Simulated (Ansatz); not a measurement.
From input file to script: C3H7F, SMILES CC(C)F in Ansatz 0.2.0.

```yaml
crystal:
  periodic: [false, false, false]
  atoms:
    - { symbol: C, position_ang: [-0.207, 1.0025, -0.681] }
    - { symbol: C, position_ang: [-0.5143, -0.3226, -0.0892] }
    - { symbol: C, position_ang: [0.5863, -0.7632, 0.8065] }
    - { symbol: F, position_ang: [-0.5472, -1.2101, -1.1071] }
    - { symbol: H, position_ang: [-1.0737, 1.3138, -1.3818] }
    - { symbol: H, position_ang: [-0.1661, 1.8312, 0.08] }
    - { symbol: H, position_ang: [0.6874, 1.0453, -1.2886] }
    - { symbol: H, position_ang: [-1.4201, -0.3036, 0.4518] }
    - { symbol: H, position_ang: [1.5663, -0.8084, 0.3098] }
    - { symbol: H, position_ang: [0.4161, -1.7643, 1.2367] }
    - { symbol: H, position_ang: [0.7377, -0.0776, 1.6834] }
basis:
  gaussian: { orbitals: "6-31G*" }
hamiltonian:
  xc: hf
```

On the command line:
```console
$ ansatz run input.yaml --threads 1 --pin off --max-ram 4096MiB --backend cpu --events-out ev --progress --plain --runs-dir out
Engine: ansatz 0.2.0, x86_64-unknown-linux-gnu
Functional definition: HF
  exchange = exact_x
  correlation = 0
783 factors; integrals over basis functions are off by at most 6.3e-4 eV
mean field evaluation 1: about -5905.6735 eV, gradient 2.9e1 eV
mean field evaluation 2: about -5905.6748 eV, gradient 2.9e1 eV
mean field evaluation 4: about -5907.7513 eV, gradient 3.1e0 eV
mean field evaluation 8: about -5907.7758 eV, gradient 5.4e-5 eV
mean field -5907.77578923 eV, -217.1067558198 hartree, gradient 9.9e-6 eV, S^2 0.000000; 0 other end points of the search recorded, 0 dependent functions left out
reference -5907.77578923 eV, -217.1067558198 hartree; 17, 17 occupied and 57, 57 virtual orbitals, 783 factors
Total energy: -5907.77578923 eV, -217.1067558198 hartree
```

`energy_c3h7f.py`
```python
"""Electronic structure of the C3H7F molecule."""

import ansatz as az

mol = (
    az.Crystal.molecule()
    .atom("C", [-0.207, 1.0025, -0.681])
    .atom("C", [-0.5143, -0.3226, -0.0892])
    .atom("C", [0.5863, -0.7632, 0.8065])
    .atom("F", [-0.5472, -1.2101, -1.1071])
    .atom("H", [-1.0737, 1.3138, -1.3818])
    .atom("H", [-0.1661, 1.8312, 0.08])
    .atom("H", [0.6874, 1.0453, -1.2886])
    .atom("H", [-1.4201, -0.3036, 0.4518])
    .atom("H", [1.5663, -0.8084, 0.3098])
    .atom("H", [0.4161, -1.7643, 1.2367])
    .atom("H", [0.7377, -0.0776, 1.6834])
)

base = mol.calculation().basis(gaussian="6-31G*").functional("hf")
rep = base.session().plan(threads=1).execute().report

for key in ("converged", "free_energy_ev", "reference_energy_ev", "n_frozen", "n_occupied", "n_virtual"):
    print(f"{key:22s} {rep[key]}")

field = rep["mean_field"]
print("<S^2> =", round(abs(field["state"]["spin_squared"]), 4), " all-electron relativity setting:", field["relativity"])
print("passes:", field["passes"])
if "symmetry" in field:
    print("occupied orbitals by irrep:", field["symmetry"]["occupied"])
```

`python energy_c3h7f.py` gives:
```text
converged              True
free_energy_ev         -5907.77578922538
reference_energy_ev    -5907.77578922538
n_frozen               0
n_occupied             [17, 17]
n_virtual              [57, 57]
<S^2> = 0.0  all-electron relativity setting: none
passes: {'evaluations': 10, 'products': 17}
occupied orbitals by irrep: [{'A': 17}, {'A': 17}]
```

Caveats:
- Total energies depend on the basis set; only differences at equal settings carry meaning.
- The geometry is a force-field or estimated start, not a minimum of this method, and the basis set is short of its limit.
- The whole script took 0.8 s on 1 thread of Intel(R) Xeon(R) 6975P-C (Granite Rapids), on a shared host, peak memory 0.18 GiB.

(Lines on the test bed's own set-up are left out of the output.)
